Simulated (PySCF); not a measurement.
## Property card for `C=CC(Cl)(Cl)Cl`

Species: C₃H₃Cl₃.
Z-matrix (Å and degrees, PBE0-D3(BJ)/def2-SVP geometry), rows numbered from 1:
```
C 
C   1  1.3298
C   2  1.4970  1  126.11
Cl  3  1.7730  2  113.51  1    -1.72
Cl  3  1.7884  2  108.45  1   119.47
Cl  3  1.7883  2  108.52  1  -122.96
H   1  1.0922  2  121.64  3     0.37
H   1  1.0921  2  120.16  3  -179.69
H   2  1.0946  1  121.54  3   179.62
```

Among its groups: C=C double bond and C–Cl bond.

From PBE0-D3(BJ)/def2-SVP geometry optimisation, gas phase (PySCF):

```yaml
Rotational_constants_A_B_C: 1.858, 1.615, 1.508 GHz
```

From CAM-B3LYP/def2-SVPD ground state, ΔSCF and vertical TDDFT (core frozen in the response) (PySCF):

```yaml
Dipole_moment: 1.93 D
HOMO_energy: -9.70 eV
LUMO_energy: -0.06 eV
HOMO–LUMO_gap: 9.64 eV
Lowest_singlet_excitation: 6.47 eV (192 nm, f = 0.002)
Strongest_line_among_the_10_lowest_singlet_transitions: S3 at 6.64 eV (187 nm, f = 0.138)
Lowest_triplet_excitation_Tamm–Dancoff: 4.24 eV
Static_isotropic_polarisability: 78.9 au
Vertical_ionisation_energy: 10.55 eV
Electronic_spatial_extent_⟨r²⟩_about_the_centre_of_nuclear_charge: 973 bohr²
```

**PBE/pcSseg-2 ground state and GIAO shieldings, non-relativistic (PySCF)**

```yaml
13C_chemical_shifts_computed_TMS_as_zero_by_class: 154.3 (C2), 130.1 (C3), 120.8 (C1) ppm
1H_chemical_shifts_computed_TMS_as_zero_by_class: 6.63 (H9), 5.95 (H7), 5.29 (H8) ppm
Isotropic_shieldings_of_nuclei_other_than_C_and_H_by_class: 431 (Cl4/Cl5/Cl6) ppm
```

Monoisotopic mass from the formula: 143.9300 u.

The dipole equals about 6.4 × 10⁻³⁰ C·m (1 D = 3.33564 × 10⁻³⁰ C·m). The 10 singlets span 6.47 to 7.54 eV, and their oscillator strengths add up to 0.35. The rotational constants make it an asymmetric top with κ = (2B − A − C)/(A − C) = -0.4, nearer the prolate limit (−1). The ΔSCF ionisation energy exceeds −ε(HOMO) by 0.85 eV with CAM-B3LYP. The polarisability is 11.70 Å³ as a volume (1 au = 0.148185 Å³), or 1.10 au for each of the 72 electrons. No computed singlet falls in the visible range (750 to 380 nm, 1.65 to 3.26 eV); S1 lies 3.21 eV above its blue end.

The shieldings hold no spin–orbit term; for a carbon that bears several chlorines this term is known to matter. NMR classes are plain means over equivalent atoms (diastereotopic ones count apart unless rotation or inversion swaps them), as if these changed places fast; in this geometry the members of some classes differ.

For the NMR shielding job (PBE/pcSseg-2), the run took 46 s of wall time on one thread of an Arm Neoverse V1, shared host with 64 logical CPUs at a one-minute load of 20, and the process peaked at 0.78 GiB of memory.
